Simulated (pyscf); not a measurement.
PySCF, gas phase, ωB97X-D3(BJ)/def2-SVP geometries.

Q: What is the homolytic dissociation enthalpy (298 K, ωB97M-D3(BJ)/def2-TZVP) of the N–Sn bond of H₂N–Sn(Cl)(Cl)–Cl, to NH₂• + Cl–Sn•(Cl)–Cl?

A: N–Sn to NH₂• + Cl–Sn•(Cl)–Cl: 70.2 kcal/mol. The 7 functionals that were run give +64.3 (B3LYP-D3(BJ)) to +73.3 kcal/mol (ωB97X-D3(BJ)). Elements past Kr carry the def2 core potentials, without spin-orbit coupling.
